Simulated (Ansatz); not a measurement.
**Which is lower?**

Two relaxed structures of CH$_{5}$BN (charge -1), closed shell (PBE0-D4/def2-TZVPD; forces vanish, vibrations not checked).

A:

B1  (-0.578, 0.849, -0.564)
N2  (-0.077, 0.316, 0.582)
C3  (0.438, -1.012, 0.581)
H4  (-0.609, 0.218, -1.639)
H5  (-1.031, 1.991, -0.603)
H6  (-0.091, -1.664, 1.302)
H7  (1.498, -1.048, 0.895)
H8  (0.385, -1.528, -0.406)
(Å)

B:

| atom | x (Å) | y (Å) | z (Å) |
| --- | --- | --- | --- |
| B1 | -0.6286 | 0.8635 | -0.6424 |
| N2 | -0.0310 | 0.1516 | 0.3870 |
| C3 | 0.4631 | -1.1875 | 0.5321 |
| H4 | -0.7111 | 0.3886 | -1.7538 |
| H5 | -1.0935 | 1.9586 | -0.3989 |
| H6 | -0.0365 | 0.6279 | 1.2782 |
| H7 | 1.4295 | -1.1732 | 1.0594 |
| H8 | 0.6081 | -1.6296 | -0.4617 |

Program: Ansatz 0.2.0. Basis: def2-TZVPPD. Cores are frozen in the correlated methods. B3LYP uses VWN-RPA correlation.

**Question.** Which structure is lower at CCSD(T), and by how much? (An estimate is asked for; the value comes from the calculation.)

**Answer.** Computed: A, by 1.199 eV (electronic energy, against the other). By their contacts, A is CH₅BN ([BH2][N][CH3]), total charge -1 and B is CH₅BN ([BH2][NH][CH2]), total charge -1.

All methods give the same order:

```json
{"method": "PBE-D4", "E(B) − E(A) (eV)": "1.047"}
{"method": "r2SCAN-D4", "E(B) − E(A) (eV)": "1.113"}
{"method": "PBE0-D4", "E(B) − E(A) (eV)": "1.132"}
{"method": "B3LYP-D4", "E(B) − E(A) (eV)": "1.123"}
{"method": "wB97M-V", "E(B) − E(A) (eV)": "1.197"}
{"method": "HF", "E(B) − E(A) (eV)": "1.344"}
{"method": "MP2", "E(B) − E(A) (eV)": "1.230"}
{"method": "CCSD", "E(B) − E(A) (eV)": "1.225"}
{"method": "CCSD(T)", "E(B) − E(A) (eV)": "1.199"}
```

T1 diagnostic: at most 0.022.

Labels in which every atom is bracketed show which atoms are joined, not bond orders.

For scale, one of the runs: CCSD(T)/def2-TZVPPD, 196 basis functions, launched by `ansatz run in.yaml --threads 2 --pin off --events-out ev --progress --plain --max-ram 4352MiB`. The run took 47 s on 2 CPU threads of an Arm Neoverse V2 (shared host), with 2.4 GiB of host memory at its peak.
